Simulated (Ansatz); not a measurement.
Ansatz (a program for electronic structure) input:

Ansatz 0.2 input:
```yaml
crystal:
  periodic: [false, false, false]
  atoms:
    - {symbol: C, position_ang: [-0.00000000, -0.00000000, 0.00000000]}
    - {symbol: C, position_ang: [-0.00517784, -0.00003491, 1.30012584]}
    - {symbol: C, position_ang: [0.00517784, 0.00003491, -1.30012584]}
    - {symbol: H, position_ang: [-0.01084802, 0.92621741, 1.86315371]}
    - {symbol: H, position_ang: [-0.00399217, -0.92631746, 1.86313127]}
    - {symbol: H, position_ang: [0.93368018, 0.00347788, -1.85945350]}
    - {symbol: H, position_ang: [-0.91884000, -0.00337783, -1.86683148]}
basis:
  gaussian:
    orbitals: STO-3G
hamiltonian:
  xc: {name: PBE0}
```

Problem. What final total energy does it print?

Solution. -115.07269 Eh (PBE0/STO-3G). The basis has 19 functions.
